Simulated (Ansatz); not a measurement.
Basis sets compared for Si(SH)H3 (SiH₄S). The state is a singlet with charge 0. Geometry PBE-D4/def2-TZVP. Ansatz on 2 threads of Intel Xeon on a shared host; times are rough, and most runs start from earlier orbitals.

Cartesian coordinates in Å:
```
Si -0.386 0.352 0.077
S 0.657 -1.515 0.289
H 1.684 -1.148 -0.514
H -1.617 0.186 0.904
H -0.758 0.622 -1.346
H 0.420 1.503 0.589
```

B3LYP takes the VWN-RPA correlation.

Binding counts from free atoms (Si triplet, S triplet, H doublet) in the same basis, without a counterpoise term.

| level | functions | energy (Eh) | HOMO (eV) | LUMO (eV) | binding per atom (eV) | wall time |
| --- | --- | --- | --- | --- | --- | --- |
| HF/6-31G | 34 | -688.6783 | -10.39 | 2.90 | 1.75 | 0.46 s |
| PBE-D4/def2-SVP | 56 | -689.5528 | -6.09 | -0.41 | 2.87 | 0.91 s |
| B3LYP-D4/6-31G | 34 | -690.0421 | -7.15 | -0.24 | 2.59 | 1.1 s |
| PBE0-D4/def2-SVP | 56 | -689.6212 | -7.38 | 0.46 | 2.86 | 1.4 s |

Task: Estimate the rows for HF/def2-TZVP, PBE-D4/def2-TZVP (with forces), B3LYP-D4/def2-TZVP, PBE0-D4/def2-TZVP (with forces).

Result: 
```json
{"level": "HF/def2-TZVP", "functions": "98", "energy (Eh)": "-688.8367", "HOMO (eV)": "-10.34", "LUMO (eV)": "3.02", "binding per atom (eV)": "2.20", "wall time": "1 s"}
{"level": "PBE-D4/def2-TZVP (with forces)", "functions": "98", "energy (Eh)": "-689.7986", "HOMO (eV)": "-6.28", "LUMO (eV)": "-0.79", "binding per atom (eV)": "2.90", "wall time": "1.9 s"}
{"level": "B3LYP-D4/def2-TZVP", "functions": "98", "energy (Eh)": "-690.1773", "HOMO (eV)": "-7.26", "LUMO (eV)": "-0.18", "binding per atom (eV)": "2.92", "wall time": "1.9 s"}
{"level": "PBE0-D4/def2-TZVP (with forces)", "functions": "98", "energy (Eh)": "-689.8642", "HOMO (eV)": "-7.51", "LUMO (eV)": "0.06", "binding per atom (eV)": "2.89", "wall time": "3.2 s"}
```
